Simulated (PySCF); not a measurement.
Which method gave which barrier?

Saddle point of SiNH$_{7}$O, closed shell (SiNH₅ ([NH2][SiH3]) + H₂O → SiH₄O ([OH][SiH3]) + NH₃; bonds formed: Si1–O7, N2–H6; bonds broken: Si1–N2, H6–O7), PBE0-D4/def2-TZVP structure:

| atom | x (Å) | y (Å) | z (Å) |
| --- | --- | --- | --- |
| Si1 | -0.7708 | 0.0544 | -0.3822 |
| N2 | 0.4608 | -0.7199 | 0.8098 |
| H3 | -1.7753 | -1.0842 | -0.3011 |
| H4 | -1.5926 | 1.1545 | 0.1763 |
| H5 | -0.4564 | -0.0408 | -1.8363 |
| H6 | 1.0995 | 0.2509 | 0.4597 |
| O7 | 0.8181 | 1.2962 | -0.2166 |
| H8 | 0.1513 | -0.7449 | 1.7739 |
| H9 | 0.7746 | -1.6455 | 0.5465 |
| H10 | 1.2911 | 1.4789 | -1.0300 |

Computed with PySCF 2.14 with density fitting (its default auxiliary sets; JK sets also for MP2 and CCSD(T)) (basis: def2-TZVPP, with def2-QZVPP for the basis limit); correlated methods freeze the cores. Extrapolation: Hartree–Fock as exp(−7.88 √X), correlation as X^−2.97. Four methods, as single points on the PBE0-D4 structures, gave these electronic barriers from the start structure: 85.6, 93.0, 105.9, 165.1 kJ/mol.

Question: The methods were, in alphabetical order, HF, MP2, PBE-D4, r2SCAN-D4. Which gave which? (A judgement: the text doesn't fix the answer.)

Answer: Computed: PBE-D4 85.6; r2SCAN-D4 93.0; MP2 105.9; HF 165.1 kJ/mol. For comparison, CCSD(T) at an estimated basis limit (MP2 extrapolated from triple and quadruple zeta, plus CCSD(T) − MP2 in triple zeta) gives 111.9 kJ/mol.

T1 diagnostic: at most 0.011.

The step is the kind of ligand exchange by which a precursor binds to a hydroxyl group, or is hydrolysed, in atomic layer deposition of oxides.

Labels in which every atom is bracketed show which atoms are joined, not bond orders.

For scale, one of the runs: CCSD(T)/def2-TZVPP, 202 basis functions, launched by `OMP_NUM_THREADS=4 python run.py`. Time: 5.5 min of wall clock on 4 CPU threads of an Arm Neoverse V2; the host was shared. Peak host memory: 2.5 GiB.
